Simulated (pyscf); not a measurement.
6 group-13 steps of one kind (atom transfer, radical): barrier in kJ/mol, from the separated reactants or the lowest minimum found. PySCF, gas phase, ωB97X-D3(BJ)/def2-SVP geometries. Functionals in def2-TZVP; the last column is ωB97M-D3(BJ)/def2-TZVP. Rows were drawn at random from the steps of this kind and element class whose saddle was verified and whose references are stable.

| step | PBE | r²SCAN | B3LYP-D3(BJ) | ωB97M-D3(BJ) |
|---|---|---|---|---|
| [H₂N–B–Cl]• + HCl → H₂N–B(Cl)–Cl + H• | 16.2 | 24.5 | 30.3 | 45.1 |
| Cl–Ga(Cl)–SeH + H• -> [Cl–Ga–SeH]• + HCl | 12.6 | 23.4 | 23.5 | 56.3 |
| H₂N–Ga(Cl)–Cl + H• → [H₂N–Ga–Cl]• + HCl | 21.8 | 33.0 | 33.0 | 64.5 |
| HS–Ga(Cl)–Cl + H• → [HS–Ga–Cl]• + HCl | 14.4 | 25.3 | 25.4 | 58.1 |
| [H₂N–B–NH₂]• + HCl → H₂N–B(NH₂)–Cl + H• | 7.1 | 13.7 | 19.4 | 34.9 |
| [H₃C–Ga–CH₃]• + HCl → H₃C–Ga(CH₃)–Cl + H• | 12.0 | 13.8 | 29.3 | 54.6 |

Differences from the last column (kJ/mol): PBE: mean -38.2, median -42.7, mean size 38.2, lower in 6 of 6; r²SCAN: mean -30.0, median -32.1, mean size 30.0, lower in 6 of 6; B3LYP-D3(BJ): mean -25.4, median -28.4, mean size 25.4, lower in 6 of 6. PBE is closest for row 5 (27.8 kJ/mol apart) and farthest for row 4 (43.7 kJ/mol). PBE, r²SCAN and M06-2X carry no added dispersion term. The last column is a level with limits of its own. Each barrier is that of the saddle found. Elements up to Kr have no core potential and no relativistic terms here.
